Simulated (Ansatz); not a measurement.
C6H8 can be A, `C1=CCC=CC1`, or B, `CC1C=CC=C1`.

Gas-phase electronic energies from Ansatz, PBE0-D4/def2-TZVP geometries. CCSD(T)/CBS adds triple-zeta CCSD(T) − MP2 to the extrapolated MP2 energy (def2 sets, frozen cores). Functionals use def2-TZVPP. B3LYP here is the variant with VWN-RPA as its local correlation; programs differ in this.

Question: Which is lower in electronic energy at CCSD(T)/CBS, and by how much? (Estimate.)

Answer: Computed: A, by 1.4 kcal/mol.

Question: Give E(B) − E(A) in kcal/mol with BLYP-D4, PBE0-D4, B3LYP-D4, CCSD(T)/def2-TZVPP, CCSD/def2-TZVPP, r2SCAN-D4, B3LYP. (Best estimate.)

Answer: Ansatz gave: BLYP-D4 2.0, PBE0-D4 1.9, B3LYP-D4 2.5, CCSD(T)/def2-TZVPP 1.3, CCSD/def2-TZVPP 2.3, r2SCAN-D4 1.2, B3LYP 2.3. None reverses the order clearly.

Question: Does the order hold for the free energy at 298.15 K (harmonic terms from PBE0-D4)? (Best estimate.)

Answer: Computed: Too close to call: G(B) − G(A) = -0.3 kcal/mol.

Largest T1 diagnostic: 0.011.

From PBE to PBE0 (25 % exact exchange), in def2-TZVPP and without D4, E(B) − E(A) moves by +0.7 kcal/mol. In def2-TZVPP, CCSD(T) changes the Hartree–Fock value by −3.4 kcal/mol (the triples alone add −1.1 kcal/mol) and MP2 by −5.6 kcal/mol.
